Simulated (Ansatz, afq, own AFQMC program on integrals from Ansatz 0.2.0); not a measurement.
## GeH$_{2}$, singlet in cc-pVDZ, levels against full CI

```xyz
3

Ge    0.0000   -0.0303    0.0000
H     0.0000    1.0906   -1.1335
H     0.0000    1.0906    1.1335
```

Basis cc-pVDZ. Only valence electrons are correlated. AFQMC by an in-house program on the Cholesky factors that Ansatz 0.2.0 writes for its CCSD(T) run. The CISD trial takes its coefficients from CCSD amplitudes. Released means that phaseless walkers are propagated on without the constraint, phases kept. Free projection: walkers drawn from exp(T), propagated without any constraint. Its projection time is finite, and what remains of the start isn't in its error. ± is one standard error of the sampling. No spin–orbit coupling.

Determinant: UHF, the one that the program's search chose, which needn't be the lowest solution. The geometry is a PBE0/def2-TZVP stationary point of this or a neighbouring charge and spin state.

Full CI on the same integrals is exact in this basis and with this determinant's frozen core.

Cautions: no relativity below Rb; no spin-orbit coupling; inner d shell frozen; an unrestricted solution with more broken spin lies lower (27 meV, ⟨S²⟩ 0.23), while this determinant keeps restricted orbitals.

* T1 diagnostic: 0.0129
* weight of the determinant in the CISD state: 0.917
* ⟨S²⟩ of the determinant: 0.000
* size of the correlated space: 6 electrons in 23 orbitals

```
  level  correlation energy (eV)
    MP2                  -2.2778
   CCSD                  -2.9954
CCSD(T)                  -3.0497
```

Q: Estimate where full CI lies against CCSD(T) on the same integrals.

A: 1.6 kJ/mol below CCSD(T).

Reference: full CI, correlation energy -3.066 eV. The released energy is read at 2.40 1/Eh (meV from the phaseless value at times in 1/Eh: -1.1 ± 1.0 at 0.24, -2.3 ± 1.0 at 0.51, -2.5 ± 0.9 at 0.99, -3.8 ± 1.0 at 1.62, -4.6 ± 0.9 at 2.40).

```tsv
level	E − E(reference) (kJ/mol)	share of correlation (%)
CCSD(T)	1.6	99.46
CCSDT	0.3	99.91
CCSDT(Q)	0.1	99.98
CCSDTQ	0.0	100.00
ph-AFQMC/HF	-0.8 ± 1.9	100.28
ph-AFQMC/CISD	0.4 ± 0.1	99.87
released AFQMC	-0.1 ± 0.09	100.02
free AFQMC	0.0 ± 0.08	99.98
```

CCSDT and higher add their correlation energy to the determinant of the CCSD(T) run, since their own runs factorise the integrals more tightly (a shift of under 2 meV). Free projections are given only where their last times agree within the noise and don't stop above the reference; a slow remainder of the start can still hide under it. A walk keeps the symmetry of its determinant, which the program's search chose and which needn't be the lowest solution, so a lower state of the same spin and another symmetry isn't excluded. Released energies are given only where the last usable release times agree within the noise; a slower fall can still hide under it.
